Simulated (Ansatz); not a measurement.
This script for Ansatz 0.2.0 through its Python package starts 2 runs on NaS (charge -1). What input does the engine get in each?

`x2c.py`
```python
# -*- coding: utf-8 -*-
"""Scalar relativity in NaS(-)."""

import ansatz as az
import numpy as np

params = {
    "functional": "pbe",
    "vdw": "d3bj",
    "net_charge": -1,
}

geometry_ang = [
    ("Na", (0.0, 0.0, 0.0)),
    ("S", (0.3, 0.0, 0.0)),
]
system = az.Crystal.molecule()
for symbol, xyz in geometry_ang:
    system = system.atom(symbol, xyz)

calc = system.calculation()
calc = calc.functional(params["functional"], dispersion=params["vdw"])
calc = calc.charge(params["net_charge"])
calc = calc.forces()
# a set contracted for a scalar-relativistic Hamiltonian goes with the relativistic run
sets = {"none": "cc-pVTZ", "scalar": "cc-pVTZ-DK"}
found = {kind: calc.basis(gaussian=basis).pseudopotentials(relativity=kind).run(threads=1, backend="cpu").report for kind, basis in sets.items()}
for kind, each in found.items():
    dipole = 4.803205 * np.linalg.norm(each["charge_distribution"]["dipole_moment_e_ang"])
    print(f"{kind:7s} E = {each['free_energy_ev']:.4f} eV  dipole {dipole:.3f} D  largest force component {np.abs(each['forces_ev_ang']).max():.4f} eV/A")
print(f"relativity lowers the total energy by {found['none']['free_energy_ev'] - found['scalar']['free_energy_ev']:.3f} eV")
```

Run 1:
```yaml
crystal:
  periodic: [false, false, false]
  atoms:
    - { symbol: Na, position_ang: [0.0, 0.0, 0.0] }
    - { symbol: S, position_ang: [0.3, 0.0, 0.0] }
basis:
  gaussian:
    orbitals: cc-pVTZ
hamiltonian:
  xc: pbe
  dispersion: d3bj
  pseudopotentials:
    relativity: none
total_charge: -1.0
output:
  forces: true
```

Run 2, against run 1:
```diff
-    orbitals: cc-pVTZ
+    orbitals: cc-pVTZ-DK
-    relativity: none
+    relativity: scalar
```

```console
$ python x2c.py
none    E = -13455.5276 eV  dipole 5.063 D  largest force component 13532.9617 eV/A
scalar  E = -13495.0400 eV  dipole 5.135 D  largest force component 13494.8799 eV/A
relativity lowers the total energy by 39.512 eV
```

Notes:
- The input holds a mistake (two atoms almost overlap), so what it prints is no property of NaS.
- The geometry is a force-field or estimated start, not a minimum of this method. The basis set changes with the Hamiltonian (a set recontracted for scalar relativity), and most of the change in the total lies in the cores.
- An ion's dipole depends on the origin; the program takes it about the centre of nuclear charge.
- The spin state was assumed, and another may lie lower.
- Anions want diffuse functions, which this basis lacks.
- Timing: 7.6 s on 1 thread of AMD EPYC 9R45 96-Core Processor (Zen 5), with other jobs on the host, peak memory 0.2 GiB.
